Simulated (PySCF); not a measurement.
Molecule: 1,3,5-Triazine (c1ncncn1, C₃H₃N₃).

Atom-mapped SMILES (the numbers label the heavy atoms): `[cH:1]1[n:2][cH:3][n:4][cH:5][n:6]1`. Hydrogens are named by the atom that carries them.

Geometry PBE0-D3(BJ)/def2-SVP throughout; GIAO in PySCF, gas phase, one conformer, non-relativistic; equivalent atoms averaged; basis pcSseg-2.

(1) How do the shifts δ (against TMS, NH3 at the same level) depend on the functional? (ppm; last column core-seconds on shared hosts with different chips, so compare them loosely; the GGAs took longer than the global hybrids here, which isn't the general rule, and the cause wasn't traced)

(2) Which nucleus moves most, in ppm?

## Answers

(1) 
```
functional                    kind  C1/C3/C5  N2/N4/N6  H(C1)/H(C3)/H(C5)  core-s
        HF            Hartree–Fock     180.5     296.7               9.19      12
       LDA                     LDA     180.5     341.6               9.42      28
       PBE                     GGA     175.3     326.6               9.35      33
      BLYP                     GGA     175.3     329.0               9.28      33
      BP86                     GGA     174.6     323.6               9.32      33
      OPBE                     GGA     170.4     310.8               9.39      34
       KT2                     GGA     164.9     304.5               9.06      29
       KT3                     GGA     164.5     301.5               9.11      27
     B97-D                     GGA     170.6     312.7               9.25      27
     B3LYP           global hybrid     177.5     326.3               9.26      19
      PBE0           global hybrid     177.5     322.4               9.31      20
  mPW1PW91           global hybrid     177.7     322.3               9.31      22
      WP04           global hybrid     178.1     317.7               9.15      24
     B97-2           global hybrid     174.3     314.0               9.26      23
 BHandHLYP           global hybrid     179.6     319.3               9.23      22
 CAM-B3LYP  range-separated hybrid     180.8     326.3               9.26      30
   wB97X-D  range-separated hybrid     179.1     320.5               9.30      31
   LC-wPBE  range-separated hybrid     184.6     319.6               9.31      42
```

(2) N2/N4/N6 (pyridine-type ring nitrogen): from 296.7 ppm with HF to 341.6 ppm with LDA. The smallest spread is 0.35 ppm, at H(C1)/H(C3)/H(C5). Proton shifts span only some 12 ppm, so a few tenths of a ppm matter as much there as several ppm in carbon.
